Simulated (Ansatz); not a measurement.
Compare A (`CC(C)CC(C)O`) with its isomer B (`CCCOCCC`).

Gas-phase electronic energies from Ansatz, PBE0-D4/def2-TZVP geometries. CBS: MP2 limit from def2 TZ/QZ plus the TZ coupled-cluster correction, frozen cores. Functionals use def2-TZVPP. B3LYP here is the variant with VWN-RPA as its local correlation; programs differ in this. Each species was taken in one conformer, which may not be the lowest.

Which isomer does CCSD(T)/CBS put lower? Give the gap. (An estimate is asked.)

The calculation gave: A, by 13.0 kcal/mol.

Give E(B) − E(A) in kcal/mol with PBE0-D4, LDA (SPW92), CCSD(T)/def2-SVP, B3LYP, r2SCAN-D4, CCSD(T)/def2-TZVPP, HF/def2-TZVPP. (An estimate is asked.)

Computed: PBE0-D4 11.4, LDA (SPW92) 12.5, CCSD(T)/def2-SVP 11.5, B3LYP 8.3, r2SCAN-D4 11.5, CCSD(T)/def2-TZVPP 12.5, HF/def2-TZVPP 7.3. None reverses the order clearly.

Largest T1 diagnostic: 0.009.

Leaving LDA and LC-ωPBE aside and taking each functional with its dispersion term where it has one, the values, not all of them listed here, spread over 2.3 kcal/mol, from BLYP-D4 to PBE-QIDH. LDA lies +2.8 kcal/mol from PBE without D4. In def2-TZVPP, CCSD(T) changes the Hartree–Fock value by +5.1 kcal/mol (the triples alone add +0.5 kcal/mol) and MP2 by +6.8 kcal/mol.
